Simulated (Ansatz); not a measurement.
| atom | x (Å) | y (Å) | z (Å) |
| --- | --- | --- | --- |
| C | -0.0396 | -0.0304 | 0.0020 |
| C | 0.0466 | 0.0083 | 1.4388 |
| C | -0.0190 | 1.0647 | -0.7502 |
| C | 0.0066 | -1.1589 | 2.1919 |
| H | -0.0392 | -0.9905 | -0.4983 |
| H | -0.0110 | 0.9391 | 1.9239 |
| H | -0.0032 | 1.0075 | -1.8193 |
| H | -0.0093 | 2.0498 | -0.2848 |
| H | 0.0414 | -1.0455 | 3.2660 |
| H | 0.0455 | -2.1132 | 1.7587 |

RHF on singlet C4H6 was run in several spherical basis sets with Ansatz (development build ahead of 0.2.0).

(1) Rank the basis sets by the total energy that they give, lowest first, with the distance from the lowest.
A. cc-pVDZ
B. def2-SVP
C. 6-31G(d)

Answers

(1) A (0.00 eV), C (0.43 eV), B (3.40 eV).

Totals follow the description of the cores as much as that of the bonds, so this order isn't one of quality for chemistry.
